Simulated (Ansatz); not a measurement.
GeH2⁺, doublet: the ladder up to full CI

Geometry: that of the GeH2, triplet, kept fixed.

```json
{"atom": "Ge", "x (Å)": "0.0000", "y (Å)": "-0.0208", "z (Å)": "0.0000"}
{"atom": "H", "x (Å)": "0.0000", "y (Å)": "0.7490", "z (Å)": "-1.3344"}
{"atom": "H", "x (Å)": "0.0000", "y (Å)": "0.7490", "z (Å)": "1.3344"}
```

Basis cc-pVDZ; Ansatz 0.2.0. Only valence electrons are correlated (noble-gas cores and the filled d shells of p-block atoms frozen), which leaves 5 electrons in 23 orbitals. R marks a restricted (for open shells ROHF) determinant, U an unrestricted one. Active spaces: valence = (5e, 6o) chosen from the atoms' valence shells. No spin–orbit coupling is included, and no scalar relativity.

Full CI is exact within this basis and frozen core; it isn't the basis-set limit. The frozen core follows each run's orbitals, which can shift R against U totals by a few meV for light atoms and by up to 0.1 eV past Ca.

For open shells CISD and CISDTQ are restricted-active-space CI with the open shells as a complete middle space.

* UHF ⟨S²⟩: 0.757
* T1 diagnostic (RCCSD): 0.0199
* largest doubles amplitude (RCCSD): 0.055

```json
{"level": "RMP2", "E − E(RHF) (eV)": "-1.6557"}
{"level": "RCCSD", "E − E(RHF) (eV)": "-2.2056"}
{"level": "RCCSD(T)", "E − E(RHF) (eV)": "-2.2427"}
```

Question: Estimate how far full CI in cc-pVDZ lies from RCCSD(T). The table doesn't fix it; the size of (T) and the diagnostics are the guide.

Answer: Full CI in cc-pVDZ lies 1.3 kJ/mol below RCCSD(T), which is 37 % of the (T) step (-3.6 kJ/mol). The diagnostics give no warning, yet the rest is a sizeable part of (T).

The other levels:

```
                   level  E − E(full CI) (kJ/mol)  share of correlation (%)  wall time
                    CISD                      9.3                     95.74      0.6 s
                 BCCD(T)                      1.3                     99.41     0.88 s
                  RCCSDT                      0.0                    100.00          –
                  CISDTQ                      0.1                     99.97      1.1 s
               RCCSDT(Q)                     -0.1                    100.02      2.6 s
                 RCCSDTQ                     -0.1                    100.03        9 s
  CASSCF (valence space)                    116.0                     46.71          –
  NEVPT2 (valence space)                     34.4                     84.18     0.87 s
  MRCISD (valence space)                      2.8                     98.71          –
MRCISD+Q (valence space)                     -0.1                    100.05      1.2 s
```

The correlation energy at full CI, counted from RHF, is -2.256 eV. That run took 1.4 s on 1 thread of Intel Xeon Platinum 8375C, shared host over 113,250 determinants.

Run but not shown, since their state or frozen core can't be matched to the reference's or they repeat it: UHF, UMP2, UCCSD, UCCSD(T), UCCSDT, UCCSDT(Q), UCCSDTQ.

Times hold each run's SCF and search for its determinant on a shared host, so for small cases they say little of a method's own cost; they ran on 1 thread of Intel Xeon Platinum 8375C.

The full-CI state has the irrep A1 of C2v, in the program's axes.

Natural occupations of full CI about the gap: 1.956 1.944 0.991 0.030 0.022 0.019 0.007 0.007 0.005 0.004; effectively unpaired electrons, Σ n²(2−n)², 1.03.
